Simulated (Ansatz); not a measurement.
Ideal-gas functions of `C=C=N` at 500 K and 1 bar, from an Ansatz frequency run at PBE0-D4/def2-TZVP.

Molar mass 41.05 g/mol, point group Cs (symmetry number 1), electronic degeneracy 1, moments of inertia 2.488, 51.732, 52.765 u Å². Harmonic wavenumbers (cm⁻¹, unscaled): 424, 491, 711, 901, 993, 1018, 1176, 1432, 2149, 3187, 3278, 3508.

Use S(trans) = R[1.5 ln M + 2.5 ln T − 1.1517]; rotational temperatures θ = 24.2544 K / I; S(rot) = R[ln(√π/σ · √(T³/θAθBθC)) + 1.5]; for each mode x = 1.438777 ν̃/T, S = R[x/(eˣ − 1) − ln(1 − e⁻ˣ)] and H = RT x/(eˣ − 1); 1 cm⁻¹ = 0.0119627 kJ/mol; R = 8.31446 J/(mol·K).

By hand: the entropy, in J/(mol·K).

Translation 165.9. Rotation: θ = 9.7486, 0.4688, 0.4597 K, giving 91.7. Vibration, mode by mode: 7.16, 6.10, 3.68, 2.39, 1.94, 1.83, 1.27, 0.70, 0.12, 0.01, 0.01, 0.00, in all 25.2. Electronic 0.0. Sum 282.8 J/(mol·K).

By hand: H − E and G − E in kJ/mol, counted from the electronic energy.

Zero-point energy ½ × 19268 × 0.0119627 = 115.2; thermal vibration 8.4; translation, rotation and pV give 4 RT = 16.6. H − E = 140.2 kJ/mol, and G − E = 140.2 − 500 × 282.8/1000 = -1.2 kJ/mol.

Vibration gives 9 % of the entropy. The sum counts one conformer and one mirror image; others add a mixing term.
